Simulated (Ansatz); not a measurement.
in.yaml

```yaml
crystal:
  periodic: [false, false, false]
  atoms:
    - {symbol: N, position_ang: [0.000000, -0.016999, 0.534471]}
    - {symbol: N, position_ang: [0.000000, -0.031889, -0.630109]}
    - {symbol: H, position_ang: [0.000000, 0.679372, 1.329018]}
basis:
  gaussian: {orbitals: cc-pVDZ}
magnetization: {spin_polarized: false, initial_magnetization: 1}
correlation: {method: fic_mrcisd_q, electrons: outside_noble_gas, active_space: {window: {electrons: 11, orbitals: 9}, shells: [{species: H, l: s, shell: 1}, {species: "N", l: s, shell: 2}, {species: "N", l: p, shell: 2}]}}
```

```sh
$ ansatz run in.yaml --threads 1 --pin off --events-out ev --progress --plain --max-ram 2393MiB
```

The program prints:

```
589 factors; integrals over basis functions are off by at most 1.5e-7 eV
mean field evaluation 1: about -2976.6752 eV, gradient 1.3e1 eV
mean field evaluation 2: about -2976.6774 eV, gradient 1.3e1 eV
mean field evaluation 4: about -2977.2379 eV, gradient 3.5e0 eV
mean field evaluation 8: about -2977.2940 eV, gradient 1.2e-1 eV
mean field evaluation 16: about -2977.2882 eV, gradient 5.3e-1 eV
mean field -2977.29428895 eV, -109.4135470363 hartree, gradient 2.2e-6 eV, S^2 0.750000; 2 other end points of the search recorded, 0 dependent functions left out
reference -2977.29428895 eV, -109.4135470363 hartree; 8, 7 occupied and 25, 26 virtual orbitals, 589 factors
state -2980.92288200 eV, -109.5468953713 hartree
contracted CI cycle   1: correlation 0.00000000 eV, 0.0000000000 hartree, residual 2.35e1 eV
contracted CI cycle   2: correlation -5.10407335 eV, -0.1875712359 hartree, residual 4.06e0 eV
contracted CI cycle   3: correlation -5.26164327 eV, -0.1933618237 hartree, residual 7.41e-1 eV
contracted CI cycle   4: correlation -5.26772609 eV, -0.1935853632 hartree, residual 1.73e-1 eV
contracted CI cycle   5: correlation -5.26804463 eV, -0.1935970692 hartree, residual 4.05e-2 eV
contracted CI cycle   6: correlation -5.26806103 eV, -0.1935976719 hartree, residual 8.79e-3 eV
contracted CI cycle   7: correlation -5.26806177 eV, -0.1935976991 hartree, residual 1.92e-3 eV
contracted CI cycle   8: correlation -5.26806180 eV, -0.1935977003 hartree, residual 3.74e-4 eV
state -2980.92288200 eV, -109.5468953713 hartree; corrected -2986.48690262 eV, -109.7513693578 hartree
Total energy: -2986.48690262 eV, -109.7513693578 hartree
Checks for a lower state left out: starts, orbital_swaps
```

Natural occupations: 1.9943 1.9865 1.9763 1.9670 1.9298 1.0160 0.0766 0.0322 0.0212.

For the same geometry and basis UCCSDT(Q) lies 20.2 meV lower.

Ran on 1 thread of Arm Neoverse V1, shared host: 4.6 s wall, 0.33 GiB peak host memory.
